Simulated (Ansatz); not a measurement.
Consider the formal loss of a carbene: `COC(C)(C)C` → `COC(C)C` + `[CH2]` (triplet).

Calculated with Ansatz (gas phase, PBE0-D4/def2-TZVP geometries, no zero-point term in ΔE). CBS: MP2 limit from def2 TZ/QZ plus the TZ coupled-cluster correction, frozen cores. This one scheme is used for every species. DFT in def2-TZVPP. B3LYP here is the variant with VWN-RPA as its local correlation; programs differ in this. Triplets are unrestricted, without spin–orbit coupling. Each species was taken in one conformer, which may not be the lowest.

`COC(C)(C)C`:

```xyz
18

C    -1.353   -1.240   -1.039
O    -0.243   -1.239   -0.185
C     0.276    0.031    0.212
C     0.776    0.819   -0.993
C     1.440   -0.325    1.121
C    -0.766    0.831    0.985
H    -1.593   -2.286   -1.233
H    -1.148   -0.753   -2.000
H    -2.233   -0.765   -0.588
H     1.475    0.215   -1.576
H    -0.042    1.131   -1.645
H     1.294    1.722   -0.663
H     2.174   -0.921    0.576
H     1.929    0.576    1.496
H     1.087   -0.912    1.972
H    -0.313    1.734    1.401
H    -1.165    0.236    1.809
H    -1.595    1.146    0.348
```

`COC(C)C`:

```xyz
15

C    -0.858    0.780    1.672
O    -0.886   -0.206    0.679
C    -0.047    0.055   -0.430
C     1.424   -0.100   -0.083
C    -0.471   -0.897   -1.525
H     0.103    0.822    2.200
H    -1.068    1.775    1.254
H    -1.637    0.533    2.395
H    -0.226    1.091   -0.764
H     2.042    0.084   -0.965
H     1.620   -1.116    0.270
H     1.739    0.601    0.691
H     0.112   -0.727   -2.432
H    -0.318   -1.930   -1.204
H    -1.529   -0.765   -1.758
```

`[CH2]` (triplet):

Cartesian coordinates in Å:
```
C 0.016 -0.210 -0.179
H 0.856 -0.177 0.497
H -0.873 0.386 -0.318
```

Q: Is it downhill or uphill in electronic energy at CCSD(T)/CBS, and by how much? (Estimate.)

A: Computed: Uphill: ΔE = +106.3 kcal/mol.

Q: What do these levels give: ωB97X-V, B3LYP, BHLYP, MP2/def2-SVP, CCSD(T)/def2-SVP, MP2/def2-TZVPP? (Estimate.)

A: The calculation gave: ωB97X-V 108.3, B3LYP 99.4, BHLYP 97.9, MP2/def2-SVP 105.1, CCSD(T)/def2-SVP 102.6, MP2/def2-TZVPP 107.2 kcal/mol.

Largest T1 diagnostic among the species: 0.011.

In def2-TZVPP, CCSD(T) changes the Hartree–Fock value by +35.5 kcal/mol (the triples alone add +3.1 kcal/mol) and MP2 by +39.0 kcal/mol. Leaving LDA and LC-ωPBE aside and taking each functional with its dispersion term where it has one, the values, not all of them listed here, spread over 8.9 kcal/mol, from r2SCAN0-D4 to ωB97X-V. LDA lies +19.9 kcal/mol from PBE without D4. The D4 term adds +3.8 kcal/mol with B3LYP and +2.1 kcal/mol with PBE0; it sums over pairs of atoms, weighted by their polarisabilities, and B3LYP, whose exchange is more repulsive, gets the larger term.
